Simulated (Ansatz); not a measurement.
The reference is Ge in the diamond structure (space group Fd-3m, No. 227).

```
Ge
1.0
    0.00000     2.83808     2.83808
    2.83808     0.00000     2.83808
    2.83808     2.83808     0.00000
Ge
2
Direct
  0.50000   0.50000   0.50000
  0.75000   0.75000   0.75000
```

Method: PBEsol (Ansatz, a program for electronic structure; PAW; 420 eV plane waves; scalar-relativistic without spin-orbit coupling).

It is then changed as follows: C takes the place of Ge on all its sites, then cell and atoms are relaxed.

Measured lattice parameter a: Ge 5.644 Å (static lattice; corrected from measurement; as listed in Daniel Mejia-Rodriguez, S. B. Trickey, Phys. Rev. B (2018)); C 3.553 Å (static lattice; corrected from measurement; as listed in Daniel Mejia-Rodriguez, S. B. Trickey, Phys. Rev. B (2018)).

Task: How well does PBEsol reproduce the measured shift?

Result: With PBEsol the lattice parameter a moves by -2.122 Å (5.676 → 3.554) against -2.091 Å measured.

Whether these cells are dynamically stable was not tested.
